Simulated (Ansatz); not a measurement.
Relaxation of CH3SSi (6 atoms, charge 0, multiplicity 2), to a largest force component of 0.02 eV/Å in at most 40 steps.

These are results of UKS PBE0-D4/6-31G (Ansatz 0.2.0), not measurements.

```xyz
6
Properties=species:S:1:pos:R:3:forces:R:3
Si -0.803 0.420 -0.726 -0.05 -1.79 -0.64
C 0.337 -0.622 0.155 -1.82 1.88 -1.34
S 1.333 -0.040 1.426 1.29 0.21 1.48
H -1.513 -0.347 -1.745 -0.35 -0.41 -0.51
H -1.290 1.805 -0.792 0.36 0.63 0.59
H 1.936 -1.217 1.681 0.57 -0.53 0.43
```

Where does it end, and by what steps?

The run converged. Limits of this set-up: no polarisation functions. After 9 steps the energy has fallen by 0.771 eV; H6 moved furthest, 0.56 Å.

```csv
step,energy less start (eV),largest force component (eV/Å),accepted
0,0.0000,1.881,yes
1,-0.5260,0.899,yes
2,-0.6050,0.828,yes
3,-0.6360,1.152,yes
4,-0.6850,0.997,yes
5,-0.7620,0.251,yes
6,-0.7375,0.404,no
7,-0.7606,0.185,no
8,-0.7701,0.089,yes
9,-0.7710,0.013,yes
```

```xyz
6
Properties=species:S:1:pos:R:3
Si -0.856 0.354 -0.796
C 0.113 -0.486 0.345
S 1.082 -0.356 1.796
H -1.677 -0.441 -1.753
H -0.917 1.847 -0.921
H 2.256 -0.918 1.328
```

Time of the run: 30 s on 1 thread of Arm Neoverse V2 (shared host), peak memory 0.13 GiB.
